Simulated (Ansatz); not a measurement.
Geometry optimisation, RKS PBE0/def2-SVP in Ansatz 0.2.0.

input.yaml

```yaml
crystal:
  periodic: [false, false, false]
  atoms:
    - { symbol: Al, position_ang: [-1.3715, 0.2618, -0.7382] }
    - { symbol: S, position_ang: [-0.894, -1.005, 1.0218] }
    - { symbol: Al, position_ang: [1.2664, -0.4367, 0.8519] }
    - { symbol: H, position_ang: [-1.2977, -0.2849, -2.2316] }
    - { symbol: H, position_ang: [-1.7978, 1.8338, -0.5402] }
    - { symbol: H, position_ang: [1.8505, 0.8566, 1.6453] }
    - { symbol: H, position_ang: [2.3055, -1.2936, -0.0549] }
basis:
  gaussian: { orbitals: def2-SVP }
hamiltonian:
  xc: pbe0
relax:
  f_tol: 0.015
  max_steps: 40
```

Run as:

```bash
$ ansatz run input.yaml --threads 1 --pin off --max-ram 2048MiB --backend cpu --events-out ev --progress --plain --runs-dir out
```

Question: Where does it end, and by what steps?

Answer: The forces met the threshold. The force dipped under the threshold on the way, but the program's further checks kept it going. After 15 steps the energy has fallen by 0.516 eV; S2 moved furthest, 1.72 Å.

| step | energy less start (eV) | largest force component (eV/Å) | accepted |
| --- | --- | --- | --- |
| 0 | 0.0000 | 0.646 | yes |
| 1 | -0.1131 | 0.367 | yes |
| 2 | -0.1427 | 0.142 | yes |
| 3 | -0.1606 | 0.098 | yes |
| 4 | -0.1816 | 0.108 | yes |
| 5 | -0.2071 | 0.165 | yes |
| 6 | -0.2442 | 0.280 | yes |
| 7 | -0.3174 | 0.276 | yes |
| 8 | -0.3876 | 0.287 | yes |
| 9 | -0.4414 | 0.153 | yes |
| 10 | -0.4747 | 0.317 | yes |
| 11 | -0.4871 | 0.253 | yes |
| 12 | -0.5086 | 0.186 | yes |
| 13 | -0.5158 | 0.019 | yes |
| 14 | -0.5161 | 0.003 | yes |
| 15 | -0.5162 | 0.007 | yes |

```xyz
7
Properties=species:S:1:pos:R:3
Al -1.457 0.388 -0.816
S -0.495 0.663 1.135
Al 1.433 -0.353 0.897
H -0.704 -0.380 -1.980
H -2.910 0.998 -0.966
H 2.390 -0.329 2.158
H 1.805 -1.055 -0.474
```

Time of the run: 38 s on 1 thread of Arm Neoverse V2 (shared host), peak memory 0.14 GiB.
